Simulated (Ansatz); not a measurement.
**2H WS2**

These are r²SCAN in Ansatz (plane waves, PAW) values and carry that method's errors.

Cell: relaxed at this level.

| Property | Value |
|---|---|
| interlayer binding energy | 4.5 meV/Å² |
| layer repeat distance | 6.534 Å |
| gap between the layers | 3.415 Å |

Note: the cell comes from a level without a dispersion term, which matters for the spacing of layers, chains or molecules; the cell has widely spaced layers and the level no dispersion term, so their spacing and the moduli can rest on weak binding.

Spin–orbit coupling is not included.

Computed values are for the static lattice.

Cost on a shared machine: very roughly 4 core-minutes.

Ansatz is a first-principles code.
